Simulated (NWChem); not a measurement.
Species: CH₃ cation

```xyz
4

C      0.0000     0.0000     0.0000
H      0.7807     0.7807     0.0000
H      0.2858    -1.0664     0.0000
H     -1.0664     0.2858     0.0000
```
Atoms are numbered in this order, from 1.

All runs: NWChem. Geometry: optimised at PBE0/def2-SVP. Level: PBE0/def2-SVP with SMD (1 M gas to 1 M solution), gas-phase geometry. Reactions with the solvent are ignored.

| solvent | dielectric constant | solvation free energy (kcal/mol) | cavity-dispersion-structure term (kcal/mol) |
|---|---|---|---|
| water | 78.4 | -81.2 | 3.9 |
| cyclohexanone | 15.6 | -78.1 | 2.6 |
| toluene | 2.37 | ? | ? |
| 1-octanol | 9.86 | -74.7 | 2.7 |

Fill in the missing entries.


- toluene, solvation free energy (kcal/mol): -48.1
- toluene, cavity-dispersion-structure term (kcal/mol): 1.8
